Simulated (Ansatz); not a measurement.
Property card for Ti8C5

All numbers below come from Ansatz 0.2.0, DFT r2SCAN, scalar-relativistic, plane waves, PAW.

Cutoff 500 eV; k points 6×6×6 on the computed 13-atom cell (Γ-centred); Gaussian smearing, width 0.10 eV; no spin polarisation.

The structure is relaxed at this level of theory with its symmetry kept. Whether it is the stable form of this composition wasn't checked.

```xyz
13
Lattice="3.0605 1.7670 4.9505 -3.0605 1.7670 4.9505 0.0000 -3.5339 4.9505" Properties=species:S:1:pos:R:3 pbc="T T T"
Ti   -1.5728    0.9081    6.2528
Ti    0.0000   -1.8161    6.2528
Ti    1.5728    0.9081    6.2528
Ti   -1.5728   -0.9081    8.5986
Ti    1.5728   -0.9081    8.5986
Ti    0.0000    1.8161    8.5986
Ti    0.0000    0.0000    3.6267
Ti    0.0000    0.0000   11.2247
C     0.0000   -1.7670    2.4752
C     1.5302    0.8835    2.4752
C    -1.5302    0.8835    2.4752
C     0.0000    0.0000    7.4257
C     0.0000    0.0000    0.0000
```

```json
{
  "Space group": "R-3m (No. 166)",
  "Volume per atom": "83.4 bohr³",
  "Formation energy from the elements' standard states (uncorrected)": "-0.858 eV/atom",
  "Generalised Kohn–Sham band gap": "none (metal)",
  "Density of states at the Fermi level": "1.47 states/eV per cell",
  "Löwdin character within 0.5 eV of the Fermi level": "Ti 3d 90 %",
  "Bulk modulus": "178 GPa",
  "Its pressure derivative": "4.2"
}
```

Cost: 9 runs of about 99 core-minutes in all, on AMD EPYC (Zen 3) (shared hosts).